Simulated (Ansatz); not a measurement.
# SF+ (quintet): wave-function methods side by side, def2-TZVPP

The task here is to estimate one member of a computed series from the others.

Computed with Ansatz 0.2.0, Gaussian basis. Level: def2-TZVPP, core rule «outside noble gas», up to 6 orbitals frozen.

The runs, in order: UHF; ROHF; CCSD(T) on UHF.

2 further runs of the same task are left out: 2 set aside as unsound or not needed.

## What is computed

The geometry is a PBE0/def2-TZVP stationary point (not a proven minimum) of the parent state, kept for this charge and spin.

2 atoms, charge 1, spin multiplicity 5.

Atoms are counted from 1 here; the program's logs count them from 0.

Bond lengths: F1–S2 1.504 Å.

As a file:

```
F     0.00000    0.00000    0.00000
S     0.00000    0.00000    1.50400
```

The first run:

Contents of in.yaml:

```yaml
crystal:
  periodic: [false, false, false]
  atoms:
    - {symbol: F, position_ang: [0.000000, 0.000000, 0.000000]}
    - {symbol: S, position_ang: [0.000000, 0.000000, 1.504000]}
basis:
  gaussian: {orbitals: def2-TZVPP}
total_charge: 1
magnetization: {spin_polarized: true, initial_magnetization: 4}
hamiltonian: {xc: hf}
output: {orbitals: {seedname: orbitals}}
```

Started as:

```console
> ansatz run in.yaml --threads 1 --pin off --events-out ev --progress --plain --max-ram 4096MiB --backend cpu
```

Steps of the session up to this table: UHF; ROHF; CCSD(T) on UHF.

One table of the session follows, with a row left open; its other results are not shown here.

| method | from UCCSD(T) (kcal/mol) |
| --- | --- |
| ROHF | +232.45 |
| UHF | +225.64 |
| UMP2 | ? |
| UCCSD | +7.86 |
| UCCSD(T) | 0 |

Q: Estimate the row for UMP2 from the others.

**Answer.** from UCCSD(T) (kcal/mol): +19.48. In the column «from UCCSD(T) (kcal/mol)» it lies between UCCSD (+7.86) and UHF (+225.64).
